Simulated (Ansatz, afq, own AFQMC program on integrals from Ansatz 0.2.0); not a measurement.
**H$_{2}$O, singlet → H2O⁺, doublet**

```xyz
3

O     0.0000   -0.0653    0.0000
H     0.0000    0.5184   -0.7615
H     0.0000    0.5184    0.7615
```

E(doublet, charge +1) − E(singlet, charge +0) at this geometry, on RHF and UHF determinants.

Basis 6-31G. Noble-gas cores (and the filled d shells of Ga–Kr and In–Xe) are frozen. AFQMC by an in-house program on the Cholesky factors that Ansatz 0.2.0 writes for its CCSD(T) run. The CISD trial takes its coefficients from CCSD amplitudes. Released means that phaseless walkers are propagated on without the constraint, phases kept. ± is one standard error of the sampling. The errors of all members are added in quadrature.

Full CI on the same integrals is exact in this basis and with this determinant's frozen core.

Errors are counted within 6-31G, not against nature.

```
level  vertical ionization energy (kcal/mol)
  MP2                                  276.7
 CCSD                                  273.5
```

Task: From these cheaper values, estimate the vertical ionization energy at the reference level in 6-31G.

Result: 273.8 kcal/mol (full CI in 6-31G).

```json
{"level": "HF", "vertical ionization energy (kcal/mol)": "252.8", "error against FCI (kcal/mol)": "-21.0"}
{"level": "CCSD(T)", "vertical ionization energy (kcal/mol)": "273.7", "error against FCI (kcal/mol)": "-0.1"}
{"level": "CCSDT", "vertical ionization energy (kcal/mol)": "273.7", "error against FCI (kcal/mol)": "-0.2"}
{"level": "CCSDT(Q)", "vertical ionization energy (kcal/mol)": "273.8", "error against FCI (kcal/mol)": "0.0"}
{"level": "CCSDTQ", "vertical ionization energy (kcal/mol)": "273.8", "error against FCI (kcal/mol)": "0.0"}
{"level": "ph-AFQMC/CISD", "vertical ionization energy (kcal/mol)": "273.8 ± 0.1", "error against FCI (kcal/mol)": "-0.1 ± 0.1"}
{"level": "released AFQMC", "vertical ionization energy (kcal/mol)": "273.7 ± 0.09", "error against FCI (kcal/mol)": "-0.1 ± 0.09"}
```

Correlation beyond CCSD(T) adds 0.1 kcal/mol. The perturbative (T) step is worth +0.2 kcal/mol.

CCSDT and higher add their correlation energy to the determinant of the CCSD(T) run, since their own runs factorise the integrals more tightly (a shift of under 2 meV). A walk keeps the symmetry of its determinant, which the program's search chose and which needn't be the lowest solution, so a lower state of the same spin and another symmetry isn't excluded. Released energies are given only where the last usable release times agree within the noise; a slower fall can still hide under it.
